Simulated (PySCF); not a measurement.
## TDDFT excited states: CH2FP

Species: CH2FP.
Structure used (GFN2-xTB), in Å, numbered top down from 1:
```
atom  x, y, z in Å
F1    -1.621   -0.575   -0.337
C2    -0.435    0.022   -0.152
P3     0.798   -0.762    0.659
H4    -0.427    1.014   -0.586
H5     1.694    0.304    0.528
```

Method: TDDFT CAM-B3LYP/def2-SVPD, vertical, gas phase, core orbitals frozen in the response in PySCF 2.14.0, density-fitted response routines.

```json
{"state": "S1", "λ (nm)": "237.4", "E (eV)": "5.22", "f": "0.012", "symmetry": "A″", "main configurations (H = HOMO, L = LUMO)": "H-1→L (98%)"}
{"state": "S2", "λ (nm)": "220.7", "E (eV)": "5.62", "f": "0.208", "symmetry": "A′", "main configurations (H = HOMO, L = LUMO)": "H→L (94%)"}
{"state": "S3", "λ (nm)": "197.0", "E (eV)": "6.29", "f": "0.014", "symmetry": "A″", "main configurations (H = HOMO, L = LUMO)": "H→L+1 (92%)"}
{"state": "S4", "λ (nm)": "172.6", "E (eV)": "7.18", "f": "0.0002", "symmetry": "–", "main configurations (H = HOMO, L = LUMO)": "H-2→L (98%)"}
{"state": "S5", "λ (nm)": "157.8", "E (eV)": "7.86", "f": "0.154", "symmetry": "A′", "main configurations (H = HOMO, L = LUMO)": "H-1→L+1 (91%)"}
{"state": "S6", "λ (nm)": "157.2", "E (eV)": "7.89", "f": "0.024", "symmetry": "A″", "main configurations (H = HOMO, L = LUMO)": "H→L+3 (66%), H→L+2 (20%)"}
{"state": "S7", "λ (nm)": "151.1", "E (eV)": "8.21", "f": "0.023", "symmetry": "A″", "main configurations (H = HOMO, L = LUMO)": "H→L+2 (76%), H→L+3 (16%)"}
{"state": "S8", "λ (nm)": "147.6", "E (eV)": "8.40", "f": "0.056", "symmetry": "A″", "main configurations (H = HOMO, L = LUMO)": "H→L+4 (77%), H→L+3 (10%)"}
```

Triplets, Tamm–Dancoff:

```csv
state,E (eV),λ (nm),"main configurations (H = HOMO, L = LUMO)"
T1,2.74,453.0,H→L (98%)
T2,4.25,291.4,H-1→L (98%)
T3,6.01,206.1,H→L+1 (89%)
```

The lowest singlet lies at 5.22 eV (237 nm, ultraviolet) and is weak; its leading configuration is HOMO-1→LUMO (98%). The most intense listed level is S2 at 5.62 eV (221 nm, f = 0.208), 0.39 eV above S1. Löwdin shares by element: HOMO phosphorus 42%, carbon 36%, fluorine 14%, hydrogen 4% or more; LUMO phosphorus 45%, carbon 37%, fluorine 8%, hydrogen 6% or more. Orbital energies (eV): HOMO-3 -14.52, HOMO-2 -12.25, HOMO-1 -9.87, HOMO -8.89, LUMO -0.66, LUMO+1 1.10, LUMO+2 2.44. Weighted by f, the mean energy of these states is 6.88 eV. The listed states span 3.18 eV, and the widest gap between neighbours is 0.89 eV (S3 to S4). Symmetry labels in Cs follow from the direction of the transition dipole and are given only for states with f of 0.002 or more. Singlets were solved by full linear response, triplets in the Tamm–Dancoff approximation.
